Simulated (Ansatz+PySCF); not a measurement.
Results of a calculation; reference values are marked as such.
This PySCF input gave a total energy of -149.83304 hartree.

```python
from pyscf import gto, scf, mp

mol = gto.M(atom="""
O 0.000000 0.000000 -0.594140
O 0.000000 0.000000 0.594140
""", basis='def2-svp', charge=0, spin=2)
mf = scf.UHF(mol)
mf.kernel()
pt = mp.MP2(mf, frozen=2).run()
print(mf.e_tot, pt.e_corr, pt.e_tot)
```

Task: Write an input for Ansatz with the same method and basis set.

Result:

```yaml
crystal:
  periodic: [false, false, false]
  atoms:
    - { symbol: O, position_ang: [0.0, 0.0, -0.59414] }
    - { symbol: O, position_ang: [0.0, 0.0, 0.59414] }
basis:
  gaussian: { orbitals: def2-SVP }
magnetization:
  spin_polarized: true
  initial_magnetization: 2
hamiltonian:
  xc: hf
correlation:
  method: mp2
  frozen_orbitals: { O: 1 }
scf:
  omitted_lower_state_checks: [stability, starts, atomic_configurations, cluster_reference, orbital_swaps, given_window_search, neighbouring_geometries, increment]
```

Ansatz (development build ahead of 0.2.0) gave -149.83303 hartree, 0.03 meV from the first.
